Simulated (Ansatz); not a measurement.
Two shapes of triplet CH₂.

Shape 1:

```xyz
3

C    -0.0403   -0.0063   -0.1348
H    -0.0051    0.9937    0.2691
H    -0.0482   -1.0127    0.3279
```

Shape 2:

```xyz
3

C     0.0000    0.0000   -0.0974
H     0.0000    0.9236    0.2923
H     0.0000   -0.9236    0.2923
```

Basis set: cc-pVDZ (spherical functions). Correlated methods keep 1 orbital frozen. Charge 0, multiplicity 3.

Computed with Ansatz (development build ahead of 0.2.0); each method stands on the lowest determinant of its kind that the runs found.

Task: Which shape is lower in energy, and by how much in each method?

Result:

```csv
method,E(2) − E(1) (eV)
UHF,0.260
UHF-MP2,0.326
```

Shape 1 is lower.
